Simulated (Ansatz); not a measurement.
Cost and result for the atomization energy of `C[Si]Cl` (6 atoms, 5 bonds).

Total charge 0; spin multiplicity 1. The geometry is a stationary point of PBE0-D4/def2-TZVP. Program: Ansatz. All runs use 2 threads of a server CPU on a shared host. Times are those of one run each, without the atoms' runs, and a repeat can differ threefold. Electronic energies, without spin–orbit coupling; frozen cores. CCSD(T)/CBS adds CCSD(T) − MP2 in def2-TZVPP to the MP2 limit, and its time is that of the two runs behind it. T1 = 0.012; the RHF reference is unstable towards UHF.

CCSD(T)/CBS is a level of theory with its own doubt, some kJ/mol a heavy atom from the limit and from the frozen cores, so smaller differences don't rank the functionals.

```json
{"level": "LDA (SPW92)/def2-TZVPP", "functions": "157", "wall time": "1.9 s"}
{"level": "CCSD(T)/def2-SVP", "functions": "65", "wall time": "2.4 s"}
{"level": "BLYP-D4/def2-TZVPP", "functions": "157", "wall time": "2.5 s"}
{"level": "CAM-B3LYP-D4/def2-TZVPP", "functions": "157", "wall time": "3.9 s"}
{"level": "PBE0-D4/def2-TZVPP", "functions": "157", "wall time": "4.4 s"}
{"level": "r2SCAN-D4/def2-TZVPP (with forces)", "functions": "157", "wall time": "5.5 s"}
{"level": "B2PLYP/def2-TZVPP", "functions": "157", "wall time": "6.5 s"}
{"level": "r2SCANh-D4/def2-TZVPP", "functions": "157", "wall time": "7 s"}
{"level": "PBE-QIDH/def2-TZVPP", "functions": "157", "wall time": "7 s"}
{"level": "B97M-V/def2-TZVPP", "functions": "157", "wall time": "10 s"}
{"level": "MP2/def2-QZVPP", "functions": "287", "wall time": "19 s"}
{"level": "CCSD(T)/def2-TZVPP", "functions": "157", "wall time": "21 s"}
{"level": "CCSD(T)/CBS(def2)", "functions": "–", "wall time": "40 s"}
```

Question: What atomization energy does each give, and how far from CCSD(T)/CBS? (An estimate is asked.)

Answer: Computed: 
```csv
level,atomization (kJ/mol),difference from CCSD(T)/CBS,per bond
LDA (SPW92)/def2-TZVPP,2300.9,265.3,53.1
CCSD(T)/def2-SVP,1901.9,-133.7,-26.7
BLYP-D4/def2-TZVPP,2023.0,-12.6,-2.5
CAM-B3LYP-D4/def2-TZVPP,2030.6,-5.0,-1.0
PBE0-D4/def2-TZVPP,2036.3,0.7,0.1
r2SCAN-D4/def2-TZVPP (with forces),2035.9,0.3,0.1
B2PLYP/def2-TZVPP,2007.3,-28.3,-5.7
r2SCANh-D4/def2-TZVPP,2025.7,-9.9,-2.0
PBE-QIDH/def2-TZVPP,2020.7,-14.9,-3.0
B97M-V/def2-TZVPP,2056.5,20.9,4.2
MP2/def2-QZVPP,2035.1,-0.5,-0.1
CCSD(T)/def2-TZVPP,1978.5,-57.1,-11.4
CCSD(T)/CBS(def2),2035.6,0.0,0.0
```

At CCSD(T), def2-SVP lies −133.6 kJ/mol from the extrapolated value and def2-TZVPP −57.0 kJ/mol: correlation converges slowly with the basis, and small sets miss more of it in the bonded molecule than in its fragments. The D4 term adds +19.6 kJ/mol with B3LYP and +9.9 kJ/mol with PBE0; it sums over pairs of atoms, weighted by their polarisabilities, and B3LYP, whose exchange is more repulsive, gets the larger term. From r2SCAN to r2SCAN0 (25 % exact exchange), in def2-TZVPP and without D4, the atomization energy moves by −25.1 kJ/mol: exact exchange takes away binding that semilocal exchange gives to molecules.

B3LYP here is the variant with VWN-RPA as its local correlation; programs differ in this.
